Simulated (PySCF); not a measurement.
Orbital energies, ionisation energy and electron affinity

Compound: C4H12NO (charge +1).
Atom-mapped SMILES: `[CH3:1][CH2:2][O:3][CH2:4][NH2+:5][CH3:6]` (hydrogens: H7, H8, H9 on C1; H10, H11 on C2; H12, H13 on C4; H14, H15 on N5; H16, H17, H18 on C6)

Geometry (PBE0-D3(BJ)/def2-SVP, Å), atoms numbered from 1 in this order:
```xyz
18
C4H12NO angstrom
C     -3.032   -0.145   -0.285
C     -1.822    0.474    0.357
O     -0.650   -0.154   -0.178
C      0.531    0.316    0.303
N      1.561   -0.519   -0.386
C      2.974   -0.203   -0.064
H     -3.018    0.000   -1.375
H     -3.081   -1.223   -0.073
H     -3.943    0.324    0.112
H     -1.769    1.560    0.154
H     -1.832    0.335    1.454
H      0.742    1.373    0.048
H      0.671    0.176    1.393
H      1.382   -0.434   -1.396
H      1.342   -1.501   -0.169
H      3.181    0.836   -0.347
H      3.630   -0.880   -0.625
H      3.134   -0.337    1.013
```

Level: CAM-B3LYP/def2-SVPD (PySCF). Frontier orbitals with their largest atomic shares (Löwdin; up to four atoms above 4 %):

```csv
orbital,ε (eV),main atoms
HOMO−3,-15.75,"C1 44 %, H9 26 %, O3 9 %, C2 8 %"
HOMO−2,-15.28,"C1 30 %, O3 18 %, H7 17 %, C2 15 %"
HOMO−1,-15.26,"C1 28 %, O3 19 %, C2 18 %, H8 15 %"
HOMO,-13.81,?
LUMO,-3.63,"C6 16 %, H15 16 %, H14 15 %, N5 15 %"
LUMO+1,-2.39,"H14 22 %, H15 20 %, N5 14 %, O3 14 %"
LUMO+2,-2.36,"H12 14 %, H13 11 %, C4 11 %, H15 11 %"
```

Problem. What vertical ionisation energy does ΔSCF give, and how far is −ε(HOMO) from it?

Solution. ΔSCF: 14.74 eV (1422 kJ/mol; threshold wavelength 84.1 nm); ⟨S²⟩ of the doublet left behind is 0.755, against 0.75 for a pure doublet. −ε(HOMO) is 13.81 eV, 0.93 eV below it. For the exact functional −ε(HOMO) would equal the first vertical ionisation energy; CAM-B3LYP (range-separated hybrid) falls short of its own ΔSCF value by 6 %.

Problem. On which atoms does the HOMO lie?

Solution. O3 (ether oxygen) 48 %, C2 (sp3 carbon bound to oxygen) 16 %, H11 (methylene hydrogen) 8 %, H10 (methylene hydrogen) 7 %. The HOMO−1 lies 1.45 eV lower.

Problem. And the vertical electron affinity, the fundamental gap, Mulliken's electronegativity and the hardness (with the factor ½)?

Solution. EA = 2.91 eV by ΔSCF (−ε(LUMO) = 3.63 eV). IE − EA = 11.83 eV against an orbital gap of 10.18 eV; (IE + EA)/2 = 8.82 eV; (IE − EA)/2 = 5.92 eV.

Problem. What kinetic energy would electrons from this vertical process carry with 118.2 nm light (10.49 eV)?

Solution. The photon is 4.25 eV short of the vertical value.

Problem. Shift the occupied levels rigidly so that −ε(HOMO) equals the ΔSCF value. What binding energies result?

Solution. The shift is +0.93 eV: HOMO 14.74, HOMO−1 16.19, HOMO−2 16.21, HOMO−3 16.68 eV. A rigid shift is only a rough guide to the deeper ionisations.

One conformer (not necessarily the lowest) at the PBE0-D3(BJ)/def2-SVP geometry, without solvent, vibrations or thermal averaging.

These values come from a run that also computed excited states and ΔSCF ions. The run took 1.8 min on one thread, x86-64 server, on a shared host.
